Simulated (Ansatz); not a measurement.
How methods differ on BClO (boron chloride oxide)

The species is BClO (3 atoms), meant as a singlet with charge 0. SMILES: `O=BCl`. The coordinates come from a GFN2-xTB relaxation.

```xyz
3

O     1.0196    0.6062    0.6270
B     0.1131    0.0666    0.0695
Cl   -1.1326   -0.6728   -0.6965
```

Quantity: the energy change with the O1–B2 bond stretched from 1.193 to 2.983 Å, in eV. The values are calculated.

```tsv
level	kind	program	value (eV)	less FCI/STO-3G
HF/STO-3G (restricted)	Hartree–Fock	Ansatz	9.69	-0.35
BCCD(T)/STO-3G (restricted)	coupled cluster or CI	Ansatz	10.55	+0.51
CCSD(T)/STO-3G (restricted)	coupled cluster or CI	Ansatz	10.56	+0.52
CCSD/STO-3G (restricted)	coupled cluster or CI	Ansatz	10.41	+0.37
FCI/STO-3G	exact in the basis	Ansatz	10.04	0.00
```

FCI/STO-3G is exact within its basis and frozen core, so for wave-function methods in that basis the difference is their error. The first shape isn't each level's own minimum. The values span 9.69 to 10.56 eV. All rows use very small basis sets, so none should be taken for the real molecule's value.
